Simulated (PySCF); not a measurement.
C3H6P2.
Numbering: `[CH:1]#[C:2][PH:3][CH2:4][PH2:5]` (hydrogens: H6 on C1; H7 on P3; H8, H9 on C4; H10, H11 on P5)

The same species was optimised twice, with GFN2-xTB and with PBE0-D3(BJ)/def2-SVP (PySCF), and the same property calculations (PySCF, gas phase) were run on both structures.

```csv
coordinate,GFN2-xTB,PBE0-D3(BJ)/def2-SVP,change
P5–H11 (Å),1.393,1.428,+0.035
P5–H10 (Å),1.397,1.430,+0.033
C1–H6 (Å),1.051,1.075,+0.024
P3–H7 (Å),1.408,1.430,+0.022
C1≡C2 (Å),1.203,1.216,+0.013
P3–C4 (Å),1.871,1.862,-0.009
C2–P3 (Å),1.764,1.772,+0.008
C4–H9 (Å),1.096,1.103,+0.007
C4–H8 (Å),1.097,1.103,+0.006
C4–P5 (Å),1.864,1.862,-0.002
C2–P3–H7 (°),93.9,96.6,+2.7
P3–C4–P5 (°),119.9,122.2,+2.3
C2–C1–H6 (°),177.4,179.7,+2.3
C2–P3–C4 (°),99.2,101.1,+1.9
C4–P3–H7 (°),95.8,97.7,+1.9
H10–P5–H11 (°),91.8,93.3,+1.5
H8–C4–H9 (°),106.4,105.3,-1.1
P3–C4–H9 (°),107.8,106.7,-1.1
C2–P3–C4–P5 (°),52,53,+1
```

Rotational constants: A = 4394, B = 2040, C = 1497 MHz (GFN2-xTB) against A = 4447, B = 1943, C = 1447 MHz (PBE0-D3(BJ)/def2-SVP). Point groups within 0.08 Å: C1 and C1.

On the GFN2-xTB structure: lowest singlet, TDDFT (eV) 5.33 [wB97X-D/def2-SVPD]; lowest triplet, Tamm–Dancoff (eV) 4.70 [wB97X-D/def2-SVPD]; isotropic polarisability (au) 85.1 [wB97X-D/def2-SVPD]; HOMO (eV) -8.55 [wB97X-D/def2-SVPD]; LUMO (eV) 1.24 [wB97X-D/def2-SVPD]; dipole (D) 0.24 [wB97X-D/def2-SVPD]; HOMO (eV) -6.79 [PBE0/pcSseg-1]; LUMO (eV) -0.45 [PBE0/pcSseg-1]; dipole (D) 0.42 [PBE0/pcSseg-1]; GIAO shielding of C1 (ppm) 82.2 [PBE0/pcSseg-1]; GIAO shielding of C2 (ppm) 103.0 [PBE0/pcSseg-1]; GIAO shielding of P3 (ppm) 383.8 [PBE0/pcSseg-1]; GIAO shielding of C4 (ppm) 175.5 [PBE0/pcSseg-1]; GIAO shielding of P5 (ppm) 458.3 [PBE0/pcSseg-1].

**Question.** What do these properties become on the PBE0-D3(BJ)/def2-SVP structure?

**Answer.** 
| property | level | on GFN2-xTB | on PBE0-D3(BJ)/def2-SVP | change |
| --- | --- | --- | --- | --- |
| lowest singlet, TDDFT (eV) | wB97X-D/def2-SVPD | 5.33 | 5.16 | -0.17 |
| lowest triplet, Tamm–Dancoff (eV) | wB97X-D/def2-SVPD | 4.70 | 4.60 | -0.10 |
| isotropic polarisability (au) | wB97X-D/def2-SVPD | 85.1 | 87.0 | +1.9 |
| HOMO (eV) | wB97X-D/def2-SVPD | -8.55 | -8.48 | +0.07 |
| LUMO (eV) | wB97X-D/def2-SVPD | 1.24 | 1.20 | -0.04 |
| dipole (D) | wB97X-D/def2-SVPD | 0.24 | 0.26 | +0.02 |
| energy, GFN2-xTB geometry as zero (kcal/mol) | wB97X-D/def2-SVPD | 0.0 | -1.7 | -1.7 |
| HOMO (eV) | PBE0/pcSseg-1 | -6.79 | -6.72 | +0.07 |
| LUMO (eV) | PBE0/pcSseg-1 | -0.45 | -0.49 | -0.04 |
| dipole (D) | PBE0/pcSseg-1 | 0.42 | 0.42 | 0.00 |
| energy, GFN2-xTB geometry as zero (kcal/mol) | PBE0/pcSseg-1 | 0.0 | -1.4 | -1.4 |
| GIAO shielding of C1 (ppm) | PBE0/pcSseg-1 | 82.2 | 79.6 | -2.6 |
| GIAO shielding of C2 (ppm) | PBE0/pcSseg-1 | 103.0 | 102.9 | -0.1 |
| GIAO shielding of P3 (ppm) | PBE0/pcSseg-1 | 383.8 | 375.0 | -8.8 |
| GIAO shielding of C4 (ppm) | PBE0/pcSseg-1 | 175.5 | 174.2 | -1.3 |
| GIAO shielding of P5 (ppm) | PBE0/pcSseg-1 | 458.3 | 446.3 | -12.0 |

The heavy atoms differ by 0.045 Å rms after alignment. Among all bonds P5–H11 changes most (+0.035 Å). Changes are differences of the printed values. Neither structure is proved a minimum here.

The values belong to the conformer `[CH:1]#[C:2][PH:3][CH2:4][PH2:5]`: C2–P3–C4–P5 53°, H–P5–C4–P3 48°, H–P5–C4–P3 -46°.

wB97X-D is run here without its empirical dispersion term; that term would change no orbital, density or response property at a fixed geometry.
